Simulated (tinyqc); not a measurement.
Inside a calculation. Method: harmonic frequencies on the RHF/sto-6g surface (energies and gradients from PySCF), for H3O+, spin multiplicity 1. One step of it, computed by the program tinyqc.

Task: Normal modes. Diagonalise H_ij / sqrt(m_i m_j); the 6 smallest eigenvalues belong to translations and rotations; wavenumber = sqrt(eigenvalue / 1822.888) x 219474.63; each mode has its largest component positive (the first on a tie); zero-point energy = sum of wavenumbers / 2, with 349.755 1/cm per kcal/mol. A mass of 2.014 u marks deuterium.

Hessian (symmetrised) (hartree/bohr^2), lower triangle:
```
,1Ox,1Oy,1Oz,2Hx,2Hy,2Hz,3Hx,3Hy,3Hz,4Hx,4Hy,4Hz
1Ox,1.05730617
1Oy,0.00009475,1.05734547
1Oz,0.01355545,-0.00911373,0.13786205
2Hx,-0.59518826,0.00696328,0.10755228,0.60204726
2Hy,0.00760579,-0.11419379,-0.00061820,-0.00767720,0.08233979
2Hz,0.17407278,-0.00143770,-0.04154237,-0.13214274,0.00124094,0.04263611
3Hx,-0.22603705,0.20050965,-0.06126925,-0.00301141,0.03855484,-0.02131267,0.20363984
3Hy,0.20104659,-0.47407904,0.10813895,-0.00420057,0.01537116,0.00221124,-0.21756539,0.47201165
3Hz,-0.09382982,0.16615258,-0.05071759,0.01213758,-0.01676731,-0.00040790,0.07317476,-0.12988439,0.05128455
4Hx,-0.23608748,-0.20756768,-0.05983893,-0.00384703,-0.03848337,-0.02061610,0.02541164,0.02071922,0.00851708,0.21452590
4Hy,-0.20874713,-0.46907926,-0.09840701,0.00491448,0.01648536,-0.00201452,-0.02149809,-0.01330175,-0.01949987,0.22533084,0.46589771
4Hz,-0.09379846,-0.15560111,-0.04560010,0.01245336,0.01614453,-0.00068656,0.00940694,0.01953462,-0.00015966,0.07193774,0.11992097,0.04644565
```

masses (u): 1O 15.994915, 2H 2.014102, 3H 2.014102, 4H 1.007825

Give: eigenvalues of the mass-weighted Hessian; harmonic wavenumbers of the vibrations; mass-weighted modes; zero-point energy.

Result:

eigenvalues of the mass-weighted Hessian (hartree/(bohr^2 u)): 0.0000  0.0000  0.0000  0.0000  0.0000  0.0000  0.0187  0.0767  0.1139  0.3296  0.3756  0.6695

harmonic wavenumbers of the vibrations (1/cm): 702.3  1423.4  1734.9  2951.3  3150.4  4206.0

mass-weighted modes:
```
,mode 1,mode 2,mode 3,mode 4,mode 5,mode 6
1Ox,0.0244,-0.1617,-0.2020,-0.1097,-0.3432,-0.1296
1Oy,0.0252,-0.2729,0.1200,-0.1815,0.2037,-0.2197
1Oz,-0.4585,-0.0181,-0.0042,0.1033,-0.0070,-0.0411
2Hx,0.1154,-0.0833,-0.1365,0.6665,0.6280,0.0467
2Hy,-0.0653,0.6306,-0.2976,0.0045,-0.0230,0.0054
2Hz,0.4413,-0.0672,-0.0979,-0.1385,-0.1584,-0.0225
3Hx,-0.1259,0.5953,0.1929,-0.3108,0.3154,-0.0169
3Hy,0.0781,0.2276,0.2641,0.5851,-0.5368,0.0431
3Hz,0.4365,-0.0532,0.0991,-0.1589,0.1778,-0.0238
4Hx,-0.0824,-0.0796,0.7250,-0.0658,0.0335,0.4742
4Hy,-0.1184,-0.1258,-0.4305,-0.1105,-0.0199,0.8066
4Hz,0.5856,0.2424,0.0149,0.0088,0.0007,0.2291
```

zero-point energy = 20.2547 kcal/mol
